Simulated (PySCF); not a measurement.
## Energy of H (hydrogen, neutral) between two integer charges

The 1s alpha orbital of 1s1 is emptied in steps (occupation f), with all orbitals relaxed, ending at no electrons. Computed with PySCF 2.14 in x2c-TZVPall (3s1p, 6 functions), with the spin-free X2C one-electron Hamiltonian (Gaussian nucleus). The exact energy is a straight line in f; departures are measured from the line between the end points of the same method.

| f | UHF (eV) | PBE (eV) | PBE0 (eV) | BHandHLYP (eV) | BLYP (eV) |
| --- | --- | --- | --- | --- | --- |
| 1 | 0.000 | 0.000 | 0.000 | 0.000 | 0.000 |
| 0.9 | 0.000 | -0.543 | -0.405 | -0.278 | -0.555 |
| 0.7 | 0.000 | -1.253 | -0.930 | -0.636 | -1.286 |
| 0.5 | 0.000 | -1.450 | -1.070 | -0.733 | -1.498 |
| 0.3 | 0.000 | -1.142 | -0.838 | -0.579 | -1.193 |
| 0.1 | 0.000 | -0.404 | -0.295 | -0.212 | -0.438 |
| 0 | 0.000 | 0.000 | 0.000 | 0.000 | 0.000 |

| method | E(f=0) − E(f=1) (eV) | −ε at f=1 (eV) | −ε at f=0.5 (eV) |
| --- | --- | --- | --- |
| UHF | 13.601 | 13.601 | 13.601 |
| PBE | 13.595 | 7.554 | 13.892 |
| PBE0 | 13.634 | 9.108 | 13.884 |
| BHandHLYP | 13.566 | 10.461 | 13.724 |
| BLYP | 13.539 | 7.368 | 13.789 |

Orbital energy along the path (eV):

| f | UHF | PBE | PBE0 | BHandHLYP | BLYP |
| --- | --- | --- | --- | --- | --- |
| 1 | -13.601 | -7.554 | -9.108 | -10.461 | -7.368 |
| 0.9 | -13.601 | -8.785 | -10.055 | -11.117 | -8.610 |
| 0.7 | -13.601 | -11.322 | -11.975 | -12.433 | -11.175 |
| 0.5 | -13.601 | -13.892 | -13.884 | -13.724 | -13.789 |
| 0.3 | -13.601 | -16.325 | -15.658 | -14.921 | -16.290 |
| 0.1 | -13.601 | -17.994 | -16.853 | -15.773 | -18.109 |
| 0 | -13.601 | -13.618 | -13.614 | -14.097 | -14.600 |

As f goes to zero the orbital energy of a semilocal functional can turn back, because the density of that orbital vanishes from the exchange-correlation potential.

Reference removal energy between the ground levels: 13.598 eV (theoretical estimate listed by NIST; NIST Atomic Spectra Database, ionization energies). UHF lacks correlation.
